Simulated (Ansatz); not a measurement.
**Molecular dynamics, step by step**

SiNH8O (SMILES [NH4+].[SiH3]O) (charge +1), closed shell, PBE0-D4/def2-SVP (Ansatz 0.2.0). Settings (timestep in fs, temperature in K; T counts 27 degrees of freedom):

```yaml
hamiltonian: {xc: pbe0, dispersion: d4}
md: {n_steps: 30, timestep: 0.75, temperature: 300, ensemble: nve, seed: 871, initial_velocities: maxwell_boltzmann}
```

Start (the SMILES describes the start alone):

```json
{"atom": "N1", "x (Å)": "-0.6449", "y (Å)": "-0.1479", "z (Å)": "-1.8403"}
{"atom": "H2", "x (Å)": "-0.1662", "y (Å)": "-0.3696", "z (Å)": "-0.8977"}
{"atom": "H3", "x (Å)": "0.0470", "y (Å)": "-0.1168", "z (Å)": "-2.5886"}
{"atom": "H4", "x (Å)": "-1.1108", "y (Å)": "0.7578", "z (Å)": "-1.7865"}
{"atom": "H5", "x (Å)": "-1.3396", "y (Å)": "-0.8613", "z (Å)": "-2.0598"}
{"atom": "Si6", "x (Å)": "0.4600", "y (Å)": "0.4785", "z (Å)": "1.7889"}
{"atom": "O7", "x (Å)": "0.4946", "y (Å)": "-0.6137", "z (Å)": "0.4834"}
{"atom": "H8", "x (Å)": "-0.2215", "y (Å)": "-0.1634", "z (Å)": "2.9312"}
{"atom": "H9", "x (Å)": "1.8439", "y (Å)": "0.8794", "z (Å)": "2.1136"}
{"atom": "H10", "x (Å)": "-0.3280", "y (Å)": "1.5966", "z (Å)": "1.2229"}
{"atom": "H11", "x (Å)": "0.9654", "y (Å)": "-1.4396", "z (Å)": "0.6329"}
```

| step | time (fs) | potential energy less the start (meV) | kinetic energy (meV) | T (K) |
| --- | --- | --- | --- | --- |
| 0 | 0.00 | 0.0 | 349.0 | 300 |
| 2 | 1.50 | 89.3 | 264.9 | 228 |
| 4 | 3.00 | 155.5 | 198.3 | 170 |
| 6 | 4.50 | 174.5 | 178.4 | 153 |
| 8 | 6.00 | 200.8 | 153.9 | 132 |
| 10 | 7.50 | 148.1 | 205.5 | 177 |
| 12 | 9.00 | 89.4 | 260.9 | 224 |
| 14 | 10.50 | 150.2 | 204.3 | 176 |
| 16 | 12.00 | 163.2 | 189.7 | 163 |
| 18 | 13.50 | 167.9 | 185.4 | 159 |
| 20 | 15.00 | 170.5 | 182.9 | 157 |
| 22 | 16.50 | 163.1 | 189.8 | 163 |
| 24 | 18.00 | 168.7 | 184.6 | 159 |
| 26 | 19.50 | 150.7 | 203.0 | 175 |
| 28 | 21.00 | 111.6 | 239.8 | 206 |
| 30 | 22.50 | 155.2 | 198.6 | 171 |

Step 8, positions (Å) and forces (eV/Å):

```
atom       x       y       z      Fx      Fy      Fz
  N1  -0.626  -0.143  -1.825  -0.186   0.175   0.708
  H2  -0.242  -0.436  -0.832   0.833   0.480  -0.397
  H3   0.037  -0.134  -2.603   0.278  -0.251   0.149
  H4  -1.045   0.791  -1.771  -0.125  -0.026   0.063
  H5  -1.347  -0.830  -1.980  -0.699  -0.318  -0.631
 Si6   0.451   0.477   1.792   1.088   0.973  -0.316
  O7   0.480  -0.624   0.464   1.063  -1.805   0.439
  H8  -0.162  -0.160   2.983   0.011   0.036  -0.033
  H9   1.898   0.994   1.973  -0.899  -0.512   0.125
 H10  -0.306   1.630   1.192  -0.131  -0.335   0.223
 H11   1.074  -1.433   0.602  -1.234   1.584  -0.331
```

Step 18, positions (Å) and forces (eV/Å):

| atom | x | y | z | Fx | Fy | Fz |
| --- | --- | --- | --- | --- | --- | --- |
| N1 | -0.617 | -0.142 | -1.794 | -0.319 | 0.087 | -1.129 |
| H2 | -0.066 | -0.368 | -0.869 | -0.651 | -0.344 | 0.381 |
| H3 | 0.089 | -0.228 | -2.550 | -0.564 | 0.340 | 0.139 |
| H4 | -0.987 | 0.826 | -1.742 | 0.379 | -0.414 | -0.186 |
| H5 | -1.429 | -0.759 | -2.047 | 0.902 | 0.350 | 0.588 |
| Si6 | 0.450 | 0.485 | 1.791 | -0.378 | -0.373 | -0.749 |
| O7 | 0.463 | -0.644 | 0.448 | 1.139 | -0.839 | 0.682 |
| H8 | -0.083 | -0.141 | 3.019 | -0.035 | -0.078 | -0.004 |
| H9 | 1.796 | 0.991 | 1.879 | 0.908 | 0.192 | 0.319 |
| H10 | -0.375 | 1.570 | 1.228 | -0.373 | 0.067 | 0.003 |
| H11 | 1.139 | -1.375 | 0.518 | -1.008 | 1.012 | -0.044 |

Step 24, positions (Å) and forces (eV/Å):

| atom | x | y | z | Fx | Fy | Fz |
| --- | --- | --- | --- | --- | --- | --- |
| N1 | -0.613 | -0.141 | -1.784 | 1.162 | 0.569 | 0.031 |
| H2 | -0.064 | -0.374 | -0.850 | -0.653 | -0.294 | 0.247 |
| H3 | 0.063 | -0.231 | -2.531 | 0.324 | 0.010 | -0.635 |
| H4 | -0.904 | 0.829 | -1.756 | -0.254 | 0.521 | -0.005 |
| H5 | -1.399 | -0.714 | -2.016 | -0.874 | -0.769 | 0.100 |
| Si6 | 0.447 | 0.488 | 1.784 | 1.041 | 0.491 | -0.755 |
| O7 | 0.457 | -0.657 | 0.448 | -0.880 | 1.450 | 0.574 |
| H8 | -0.033 | -0.136 | 3.020 | -0.106 | -0.234 | 0.191 |
| H9 | 1.907 | 1.011 | 1.901 | -1.092 | -0.341 | -0.034 |
| H10 | -0.503 | 1.533 | 1.260 | 0.242 | -0.256 | 0.124 |
| H11 | 1.125 | -1.317 | 0.474 | 1.090 | -1.149 | 0.160 |

Last step (30):

```xyz
11
angstrom
N -0.5985 -0.1330 -1.7787
H -0.1704 -0.4288 -0.7885
H 0.0570 -0.2286 -2.5815
H -0.8519 0.8749 -1.7730
H -1.4426 -0.7437 -1.9511
Si 0.4505 0.4931 1.7725
O 0.4486 -0.6599 0.4543
H 0.0009 -0.1677 3.0441
H 1.8552 0.9826 1.9208
H -0.5938 1.4575 1.3100
H 1.1875 -1.3422 0.4519
```

The run took about 24 s on 4 CPU threads of an Arm Neoverse V1 (shared host).
